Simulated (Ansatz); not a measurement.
System: 2H WSe₂. Method: PBEsol (PAW; Ansatz, an electronic-structure program).

Settings: plane-wave cutoff 520 eV, 12×12×4 k mesh (along the axes of the cell as run), perturbation theory, force constants from a 6×6×2 q mesh, no spin polarisation, scalar-relativistic PAW data made under PBE.

### Question
Predict the high-frequency dielectric constant (mean over three axes), static dielectric constant (mean over three axes) and zero-point energy.

### Answer

* **high-frequency dielectric constant (mean over three axes)**: 12.3
* **static dielectric constant (mean over three axes)**: 12.5
* **zero-point energy**: 0.035 eV/atom

Note: the cell comes from a level without a dispersion term, which matters for the spacing of layers, chains or molecules; the cell has widely spaced layers and the level no dispersion term, so their spacing and the moduli can rest on weak binding.

Spin–orbit coupling is not included.
